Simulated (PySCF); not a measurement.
3-fluoropropan-1-ol, C₃H₇FO, SMILES OCCCF, point group C1.

Level: PBE0/pcSseg-1 in PySCF (density fitting, grid level 2); geometry and Hessian at that level, cubic constants and property derivatives from steps of ±0.6 along each species' dimensionless normal coordinates, second-order vibrational perturbation theory. The parent has the commonest isotopes.

Equilibrium geometry (Å):

```json
{"atom": "O1", "x": "-1.7090", "y": "-0.4588", "z": "-0.7132"}
{"atom": "C2", "x": "-1.1419", "y": "0.3964", "z": "0.2481"}
{"atom": "C3", "x": "0.3353", "y": "0.6741", "z": "0.0039"}
{"atom": "C4", "x": "1.2300", "y": "-0.5007", "z": "0.3099"}
{"atom": "F5", "x": "0.8414", "y": "-1.6141", "z": "-0.4429"}
{"atom": "H6", "x": "-1.1401", "y": "-1.2376", "z": "-0.7746"}
{"atom": "H7", "x": "-1.2785", "y": "0.0002", "z": "1.2713"}
{"atom": "H8", "x": "-1.7065", "y": "1.3335", "z": "0.1942"}
{"atom": "H9", "x": "0.4697", "y": "0.9824", "z": "-1.0409"}
{"atom": "H10", "x": "0.6654", "y": "1.5133", "z": "0.6329"}
{"atom": "H11", "x": "1.1611", "y": "-0.7955", "z": "1.3651"}
{"atom": "H12", "x": "2.2781", "y": "-0.2960", "z": "0.0638"}
```

Problem. Give the equilibrium and ground-state rotational constants (MHz) of parent; ²H at 8.

Solution. 
```json
{"species": "parent", "Ae": "7787.4", "Be": "3915.7", "Ce": "2868.6", "A0": "7746.5", "B0": "3855.6", "C0": "2834", "Δ0 (u Å²)": "-17.992", "harmonic ZPE (cm⁻¹)": "22547"}
{"species": "²H at 8", "Ae": "7663.3", "Be": "3780.2", "Ce": "2779", "A0": "7620.2", "B0": "3723.1", "C0": "2745.8", "Δ0 (u Å²)": "-18.009", "harmonic ZPE (cm⁻¹)": "21797"}
```

Δ0 = Ic − Ia − Ib from the ground-state constants.

Problem. How is the parent's vibrational correction B0 − Be made up?

Solution. 
| axis | harmonic | Coriolis | cubic | total (MHz) |
| --- | --- | --- | --- | --- |
| a | 12.7 | -17.5 | -36.1 | -40.9 |
| b | 7.84 | -3.85 | -64.1 | -60.1 |
| c | 2.33 | -1.46 | -35.4 | -34.5 |

Problem. And its quartic centrifugal distortion constants from the harmonic force field?

Solution. Asymmetric top, A reduction, Ir representation: ΔJ = 2.63 kHz, ΔJK = -1.88 kHz, ΔK = 3.71 kHz, δJ = 0.827 kHz, δK = 3.8 kHz.

A mode lies under 250 cm⁻¹, where this perturbation treatment is rough. Internal rotors are held in one well.
